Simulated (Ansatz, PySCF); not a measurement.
This Ansatz (a quantum-chemistry and plane-wave program) input computes a PBE0/def2-TZVPD energy:

Ansatz 0.2 input:
```yaml
crystal:
  periodic: [false, false, false]
  atoms:
    - {symbol: C, position_ang: [-0.00000000, -0.00000000, -0.52559507]}
    - {symbol: N, position_ang: [0.00000000, 0.00000000, 0.68179640]}
    - {symbol: H, position_ang: [-0.00000000, -0.00000000, -1.61900441]}
basis:
  gaussian:
    orbitals: def2-TZVPD
hamiltonian:
  xc: {name: PBE0}
total_charge: 1
magnetization: {spin_polarized: true, initial_magnetization: 1}
output: {forces: true}
```

Question: Write an input for the same energy in PySCF and say what it gives.

Answer: 
```python
from pyscf import gto, scf, dft

mol = gto.M(
    atom='''
    C    -0.00000000   -0.00000000   -0.52559507
    N     0.00000000    0.00000000    0.68179640
    H    -0.00000000   -0.00000000   -1.61900441
    ''',
    basis='def2-tzvpd',
    charge=1,
    spin=1,
    symmetry='C2v',
    verbose=4,
)

mf = dft.UKS(mol, xc='pbe0').density_fit(auxbasis='def2-universal-jkfit')
mf.grids.level = 3
mf.conv_tol = 1e-9
mf.max_cycle = 100
mf.max_memory = 1500
mf.kernel()
if not mf.converged:
    mf = mf.newton()
    mf.kernel(mf.make_rdm1())
mf.analyze()
```
It gives -92.85186 Eh, and Ansatz -92.85185 Eh, a difference of 0.01 mEh.
